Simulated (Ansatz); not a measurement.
# BCl2+: one species, many methods

One table from this session's results is given with a row withheld; the runs are named, their logs left out.

The runs use Ansatz 0.2.0, Gaussian basis; functionals in def2-TZVPP, the program's frozen cores in correlated methods.

Levels to be run: LDA (SPW92), PBE-D4, revPBE-D4, BLYP-D4, r2SCAN-D4, B97M-V, PBE0-D4, B3LYP-D4, r2SCANh-D4, r2SCAN0-D4, HSE06-D4, BHLYP-D4, CAM-B3LYP-D4, LC-ωPBE, ωB97X-V, ωB97M-V, B2PLYP, PBE-QIDH; CCSD(T)/def2-SVP; CCSD(T)/def2-TZVPP; CCSD(T)/def2-QZVPP; extrapolation to the limit; RPA on PBE.

## Structure used throughout

All runs share one geometry, relaxed beforehand with PBE0-D4 in a triple-zeta def2 set.

SMILES `Cl[B+]Cl`, 3 atoms, charge 1, spin multiplicity 1.

Atoms are counted from 1 here; the program's logs count them from 0.

Bond lengths: Cl1–B2 1.610 Å, B2–Cl3 1.610 Å. Angles: Cl1–B2–Cl3 180.0°.

The first run:

in.yaml reads:

```yaml
crystal:
  periodic: [false, false, false]
  atoms:
    - {symbol: Cl, position_ang: [-1.267916, 0.785682, -0.605301]}
    - {symbol: B, position_ang: [0.000007, 0.000016, 0.000002]}
    - {symbol: Cl, position_ang: [1.267909, -0.785698, 0.605289]}
basis:
  gaussian: {orbitals: def2-TZVPP}
total_charge: 1
hamiltonian: {xc: lda}
output: {orbitals: {seedname: orbitals}}
```

Run with:

```bash
> ansatz run in.yaml --threads 2 --pin off --events-out ev --progress --plain --max-ram 32768MiB --backend cpu
```

Among the steps run: LDA; PBE-D4 (GGA); revPBE-D4 (GGA); BLYP-D4 (GGA); r2SCAN-D4 (meta-GGA); B97M-V (meta-GGA); B3LYP-D4 (hybrid); r2SCANh-D4 (hybrid); r2SCAN0-D4 (hybrid); HSE06-D4 (hybrid); BHLYP-D4 (hybrid); CAM-B3LYP-D4 (range-separated); LC-ωPBE (range-separated); ωB97X-V (range-separated); ωB97M-V (range-separated); B2PLYP (double hybrid); PBE-QIDH (double hybrid).

One of the session's tables, all rows but one given; the rest of the session is left out.

It belongs to the step «Frontier levels by functional». Levels, from each run's orbital file:

| functional | HOMO (eV) | LUMO (eV) | gap (eV) |
| --- | --- | --- | --- |
| LDA (SPW92) | -15.78 | -9.52 | 6.27 |
| PBE-D4 | -15.66 | -9.29 | 6.37 |
| revPBE-D4 | ? | ? | ? |
| BLYP-D4 | -15.46 | -9.12 | 6.34 |
| r2SCAN-D4 | -16.02 | -8.98 | 7.04 |
| B97M-V | -16.10 | -8.84 | 7.26 |
| PBE0-D4 | -17.04 | -8.31 | 8.73 |
| B3LYP-D4 | -16.73 | -8.51 | 8.22 |
| r2SCANh-D4 | -16.52 | -8.64 | 7.88 |
| r2SCAN0-D4 | -17.28 | -8.12 | 9.16 |
| HSE06-D4 | -16.64 | -8.70 | 7.94 |
| BHLYP-D4 | -18.25 | -7.17 | 11.08 |
| CAM-B3LYP-D4 | -18.36 | -7.11 | 11.25 |
| LC-ωPBE | -19.82 | -5.95 | 13.88 |
| ωB97X-V | -19.41 | -5.97 | 13.44 |
| ωB97M-V | -19.20 | -6.04 | 13.16 |

Q: Estimate the row for revPBE-D4 from the others.

The run gave: HOMO (eV): -15.62; LUMO (eV): -9.20; gap (eV): 6.42. In the column «HOMO (eV)» it lies between PBE-D4 (-15.66) and BLYP-D4 (-15.46).
